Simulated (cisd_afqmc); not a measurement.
Input (AFQMC/CISD/aug-cc-pVDZ; cisd_afqmc is a phaseless AFQMC code with CISD trial states that reads the integrals written by Ansatz):

Ansatz 0.2 input:
```python
import cisd_afqmc

open("ham.yaml", "w").write("""\
crystal:
  periodic: [false, false, false]
  atoms:
    - {symbol: H, position_ang: [0.00000000, 0.00000000, 0.86028700]}
    - {symbol: O, position_ang: [-0.00000000, -0.00000000, -0.32902400]}
    - {symbol: H, position_ang: [0.00000000, 0.00000000, 1.77190500]}
basis:
  gaussian:
    orbitals: aug-cc-pVDZ
magnetization: {spin_polarized: true, initial_magnetization: 2}
correlation: {method: ccsd, electrons: outside_noble_gas, hamiltonian_folder: ham}
""")
rep = cisd_afqmc.ansatz("ham.yaml")
e_ccsd = rep["correlation"]["coupled_cluster"]["energy"]["hartree"]
out = cisd_afqmc.run("ham", e_ccsd, trial="CISD", walkers=2000, populations=1, threads=12, dt=0.005, steps=40, early=24, settle=10, least=100,
    cut=5e-5, rank_cut=2e-4, target=0.0004, seconds=1000, seed=4, memory=62639, gpu=True)
```

Output:

```
orbitals 40, occupied [5, 3], factors 186 of 387, rank of the doubles 139 of 286
E(HF) = -75.875213
E(CCSD) on the cut factors = -76.063683, shift to the whole factors -0.000012
Energy of the trial state on the determinant = -76.063684
  tau behind 7.2 of longer steps, mean of the populations' last blocks
   2.0  -76.06843
   4.0  -76.06777
   6.0  -76.06768
   8.0  -76.06785
  10.0  -76.06798
  12.0  -76.06822
  14.0  -76.06747
  16.0  -76.06801
  18.0  -76.06838
  20.0  -76.06830
  22.0  -76.06782
blocks 99 (1 outliers left out), error by blocks joined: 1: 0.00007, 2: 0.00007, 4: 0.00007, 8: 0.00009
E(AFQMC/CISD) = -76.06800 +/- 0.00009
```

The determinant is spin-contaminated: <S^2> is 2.06, 0.06 over the pure value.

The error still grows at the longest joins of blocks, or few joins were possible, so the printed bar may be too narrow.
